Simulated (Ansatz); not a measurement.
Species: H4Si, SMILES `[SiH4]` (charge 0, multiplicity 1), formula H4Si.

### Question
How many basis functions does frozen-core CCSD(T)/aug-cc-pVTZ // B3LYP-D3(BJ)/def2-TZVPD (Ansatz, a quantum-chemistry and plane-wave program) use, how many core orbitals are frozen, and how many electrons are correlated?

### Answer
142 basis functions and 5 frozen orbitals, which leaves 8 correlated electrons. Core time is of the order of seconds.
